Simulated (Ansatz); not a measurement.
# H₂LiNSi: single points off equilibrium

Aim: energy, forces and dipole at a structure displaced at random from a GFN2-xTB minimum, from CCSD(T) and from density functionals.

The runs use Ansatz 0.2.0, Gaussian basis; single points in def2-TZVPP.

Cores are frozen in the correlated methods. The outer core shell of Li, Na, Mg and K is correlated.

## (1) Where the work starts

SMILES `[Li][N]=[SiH2]`, 5 atoms, charge 0, spin multiplicity 1.

Atoms are counted from 1 here; the program's logs count them from 0.

Bond lengths: Li1–N2 1.725 Å, N2–Si3 1.591 Å, Si3–H4 1.489 Å, Si3–H5 1.492 Å. Angles: Li1–N2–Si3 178.5°, N2–Si3–H4 125.8°, N2–Si3–H5 128.1°, H4–Si3–H5 106.0°.

Geometry (Å):

| atom | x (Å) | y (Å) | z (Å) |
| --- | --- | --- | --- |
| Li1 | -2.5810 | 0.7317 | 0.2542 |
| N2 | -0.9334 | 0.2451 | 0.0931 |
| Si3 | 0.5976 | -0.1649 | -0.0442 |
| H4 | 1.1087 | -1.4670 | -0.5539 |
| H5 | 1.8028 | 0.6535 | 0.2765 |

## (2) CCSD(T)/def2-TZVPP

File run/in.yaml:

```yaml
crystal:
  periodic: [false, false, false]
  atoms:
    - {symbol: Li, position_ang: [-2.581000, 0.731700, 0.254200]}
    - {symbol: N, position_ang: [-0.933400, 0.245100, 0.093100]}
    - {symbol: Si, position_ang: [0.597600, -0.164900, -0.044200]}
    - {symbol: H, position_ang: [1.108700, -1.467000, -0.553900]}
    - {symbol: H, position_ang: [1.802800, 0.653500, 0.276500]}
basis:
  gaussian: {orbitals: def2-TZVPP}
correlation: {method: ccsd_t}
output: {forces: true}
```

The command line of these runs was not kept.

## (3) PBE0-D4/def2-TZVPP

run/in.yaml, as its differences from that of step 2:

```diff
@@ -10,3 +10,3 @@
   gaussian: {orbitals: def2-TZVPP}
-correlation: {method: ccsd_t}
-output: {forces: true}
+hamiltonian: {xc: pbe0, dispersion: d4}
+output: {forces: true, orbitals: {seedname: orbitals}}
```

## (4) wB97M-V/def2-TZVPP

run/in.yaml, as its differences from that of step 3:

```diff
@@ -10,3 +10,3 @@
   gaussian: {orbitals: def2-TZVPP}
-hamiltonian: {xc: pbe0, dispersion: d4}
-output: {forces: true, orbitals: {seedname: orbitals}}
+hamiltonian: {xc: {name: wB97M-V}}
+output: {forces: true}
```

## (5) r2SCAN-D4/def2-TZVPP

run/in.yaml, as its differences from that of step 4:

```diff
@@ -10,3 +10,3 @@
   gaussian: {orbitals: def2-TZVPP}
-hamiltonian: {xc: {name: wB97M-V}}
+hamiltonian: {xc: r2scan, dispersion: d4}
 output: {forces: true}
```

## (6) PBE-D4/def2-TZVPP

run/in.yaml, as its differences from that of step 5:

```diff
@@ -10,3 +10,3 @@
   gaussian: {orbitals: def2-TZVPP}
-hamiltonian: {xc: r2scan, dispersion: d4}
+hamiltonian: {xc: pbe, dispersion: d4}
 output: {forces: true}
```

## (7) r2SCANh-D4/def2-TZVPP

run/in.yaml, as its differences from that of step 6:

```diff
@@ -10,3 +10,3 @@
   gaussian: {orbitals: def2-TZVPP}
-hamiltonian: {xc: pbe, dispersion: d4}
+hamiltonian: {xc: {name: r2SCANh}, dispersion: d4}
 output: {forces: true}
```

## (8) SPW92/def2-TZVPP

run/in.yaml, as its differences from that of step 7:

```diff
@@ -10,3 +10,3 @@
   gaussian: {orbitals: def2-TZVPP}
-hamiltonian: {xc: {name: r2SCANh}, dispersion: d4}
+hamiltonian: {xc: lda}
 output: {forces: true}
```

(Steps that only read results are left out.)

Q: Predict the outcome of this session. Wanted: energy less free atoms, CCSD(T)/def2-TZVPP; RMS force component; RMS force error; HOMO and LUMO, PBE0-D4; T1 diagnostic.

As calculated:

| quantity | value |
| --- | --- |
| energy less free atoms, CCSD(T)/def2-TZVPP | -309.8 kcal/mol |
| RMS force component | 0.058 to 0.263 eV/Å over the methods |
| RMS force error | PBE0-D4 0.231, wB97M-V 0.267, r2SCAN-D4 0.161, PBE-D4 0.133, r2SCANh-D4 0.226, SPW92 0.217 eV/Å |
| HOMO and LUMO, PBE0-D4 | -5.22 and -0.93 eV |
| T1 diagnostic | 0.018 |

Against CCSD(T) the functionals' energies less atoms differ by -59.8 to -5.5 kcal/mol, PBE-D4 by -18.1 kcal/mol. A larger basis would deepen the CCSD(T) value, while the functionals are nearly converged already, so the order here is not reliable. For forces PBE-D4 does best and wB97M-V worst. Frozen-core CCSD(T) forces in triple zeta carry basis errors of their own, and this is one geometry, so small gaps rank nothing. The restricted Hartree–Fock reference is unstable towards an unrestricted one at one or more of these structures.
